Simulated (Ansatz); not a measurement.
A nudged elastic band was laid between two geometries of CH$_{5}$B (7 atoms, charge 0, multiplicity 1).

Theory: RKS PBE0/6-31G* (Ansatz).

- movable images: 5
- climbing image: yes
- spring: 5.0 eV/Å²
- optimiser: quadratic models (default)
- start path: through a guess of the saddle point
- force threshold: 0.5 eV/Å
- iteration limit: 60
- end points: relaxed

First end point:

```xyz
7
Properties=species:S:1:pos:R:3
B 0.442 -0.012 0.041
C 0.810 -0.063 1.553
H -0.003 -0.378 2.216
H 1.723 -0.619 1.787
H 1.023 0.990 1.817
H 1.293 -0.091 -0.804
H -0.690 0.173 -0.315
```

Last end point:

```xyz
7
Properties=species:S:1:pos:R:3
B -0.145 -0.011 -1.236
C 1.171 -0.046 1.614
H 0.196 -0.440 1.912
H 1.962 -0.632 2.088
H 1.254 1.001 1.917
H 1.296 -0.120 0.522
H -1.135 0.248 -0.521
```

Task: What changes between the two ends?

Result: Bonds broken: B1–C2, B1–H6. Bonds formed: C2–H6. CH5B becomes BH + CH4.

Task: Give the energies along the band, and the barrier.

Result: The run converged. The highest image is number 3 of 0 to 6, 4.35 eV above the first end and 0.39 eV above the last; the last end lies 3.96 eV above the first. The threshold of 0.5 eV/Å is loose, so the images may lie well off the minimum-energy path. Neighbouring images differ by up to 2.3 eV, so the band resolves the path poorly. The order of the point at the top wasn't checked. The orbitals stay closed-shell, which can raise the energy where a bond breaks towards radicals; this wasn't checked here.

```json
{"image": "0", "path coordinate (Å)": "0.00", "energy (eV)": "0.00", "B1–C2 (Å)": "1.56", "B1–H6 (Å)": "1.20", "C2–H6 (Å)": "2.41"}
{"image": "1", "path coordinate (Å)": "0.47", "energy (eV)": "0.44", "B1–C2 (Å)": "1.55", "B1–H6 (Å)": "1.17", "C2–H6 (Å)": "2.12"}
{"image": "2", "path coordinate (Å)": "0.95", "energy (eV)": "2.72", "B1–C2 (Å)": "1.75", "B1–H6 (Å)": "1.15", "C2–H6 (Å)": "1.72"}
{"image": "3", "path coordinate (Å)": "1.42", "energy (eV)": "4.35", "B1–C2 (Å)": "2.12", "B1–H6 (Å)": "1.27", "C2–H6 (Å)": "1.41"}
{"image": "4", "path coordinate (Å)": "1.88", "energy (eV)": "4.08", "B1–C2 (Å)": "2.47", "B1–H6 (Å)": "1.62", "C2–H6 (Å)": "1.15"}
{"image": "5", "path coordinate (Å)": "2.34", "energy (eV)": "3.97", "B1–C2 (Å)": "2.87", "B1–H6 (Å)": "2.02", "C2–H6 (Å)": "1.11"}
{"image": "6", "path coordinate (Å)": "2.80", "energy (eV)": "3.96", "B1–C2 (Å)": "3.14", "B1–H6 (Å)": "2.28", "C2–H6 (Å)": "1.10"}
```

Task: What is the geometry of the highest image?

Result: 
```xyz
7
Properties=species:S:1:pos:R:3
B 0.251 -0.006 -0.553
C 0.934 -0.043 1.457
H 0.076 -0.513 1.935
H 1.864 -0.527 1.763
H 0.971 1.029 1.652
H 1.297 -0.281 0.113
H -0.794 0.341 -0.072
```

Time of the run: 36 s on 1 thread of Arm Neoverse V1, on a shared host, peak memory 0.084 GiB.
